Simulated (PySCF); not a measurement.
**Boron: a sound run and one with changed settings**

Sound run: B [He] 2s2 2p1, B⁺ [He] 2s2. All numbers are calculated (PySCF 2.14, the spin-free X2C one-electron Hamiltonian (Gaussian nucleus), in x2c-SVPall (3s2p1d, 14 functions)). The sound run starts from symmetry-adapted Hartree-Fock orbitals and uses a fine grid where one is needed.

A second run was set up differently.

```json
{"species": "B", "method": "UHF", "sound run (hartree)": "-24.50721", "changed run (hartree)": "-24.50637", "converged": "no"}
{"species": "B", "method": "B3LYP", "sound run (hartree)": "-24.64158", "changed run (hartree)": "-24.63785", "converged": "no"}
{"species": "B", "method": "M06-2X", "sound run (hartree)": "-24.62626", "changed run (hartree)": "-24.62591", "converged": "no"}
{"species": "B⁺", "method": "UHF", "sound run (hartree)": "-24.20870", "changed run (hartree)": "-24.20865", "converged": "no"}
{"species": "B⁺", "method": "B3LYP", "sound run (hartree)": "-24.31760", "changed run (hartree)": "-24.31760", "converged": "no"}
{"species": "B⁺", "method": "M06-2X", "sound run (hartree)": "-24.31652", "changed run (hartree)": "-24.31652", "converged": "no"}
```

(1) What was changed?
A. a valence shell is frozen
B. minimal basis
C. too few SCF iterations
D. radial grid too coarse

Results:

(1) C. It used initial guess sap, at most 2 SCF cycles. The SCF was stopped early; the energies are upper bounds that still move, and correlated levels were skipped or rest on poor orbitals.
